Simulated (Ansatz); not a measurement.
BH4⁺, triplet: stretch scan

Starting geometry (PBE0/def2-TZVP stationary point for this spin, not checked as a minimum):

| atom | x (Å) | y (Å) | z (Å) |
| --- | --- | --- | --- |
| B | 0.0000 | 0.0000 | 0.0000 |
| H | 0.4725 | 0.4863 | 1.0573 |
| H | -0.4858 | -0.4709 | 1.0582 |
| H | -0.4719 | 0.4714 | -1.0643 |
| H | 0.4852 | -0.4868 | -1.0513 |

From there H5 moves along the line of the two atoms named below, all else staying in place; atoms are numbered as listed. Energies are in eV, counted from the starting geometry at the same level. Kohn–Sham curves are unrestricted where that lies lower.

Basis cc-pVDZ; Ansatz 0.2.0. Only valence electrons are correlated (noble-gas cores frozen).

Full CI is exact within this basis and frozen core; it isn't the basis-set limit.

```csv
distance B1-H5 (Å),r2SCAN
1.024,0.781
1.132,0.194
1.256,0.000
1.389,0.097
1.522,0.336
1.772,0.835
2.042,1.221
2.270,1.418
2.774,1.627
3.341,1.731
4.364,1.792
```

Q: Estimate the full CI curve in cc-pVDZ from this one, knowing how r2SCAN errs.

A: The computed full CI values, in eV from the starting point, and the error of r2SCAN against them:
```json
{"distance B1-H5 (Å)": "1.024", "full CI": "0.807", "r2SCAN less full CI": "-0.026"}
{"distance B1-H5 (Å)": "1.132", "full CI": "0.204", "r2SCAN less full CI": "-0.010"}
{"distance B1-H5 (Å)": "1.256", "full CI": "0.000", "r2SCAN less full CI": "0.000"}
{"distance B1-H5 (Å)": "1.389", "full CI": "0.094", "r2SCAN less full CI": "0.003"}
{"distance B1-H5 (Å)": "1.522", "full CI": "0.336", "r2SCAN less full CI": "0.001"}
{"distance B1-H5 (Å)": "1.772", "full CI": "0.838", "r2SCAN less full CI": "-0.004"}
{"distance B1-H5 (Å)": "2.042", "full CI": "1.184", "r2SCAN less full CI": "0.036"}
{"distance B1-H5 (Å)": "2.270", "full CI": "1.306", "r2SCAN less full CI": "0.111"}
{"distance B1-H5 (Å)": "2.774", "full CI": "1.363", "r2SCAN less full CI": "0.265"}
{"distance B1-H5 (Å)": "3.341", "full CI": "1.374", "r2SCAN less full CI": "0.357"}
{"distance B1-H5 (Å)": "4.364", "full CI": "1.387", "r2SCAN less full CI": "0.404"}
```

r2SCAN at 4.364 Å lies 0.404 eV (29 %) above the reference in this basis.

In so small a basis the reference is far from its limit while semilocal and hybrid functionals are nearer theirs, so the functionals' errors here hold much of the reference's basis and frozen-core error, which can add to them or hide them.
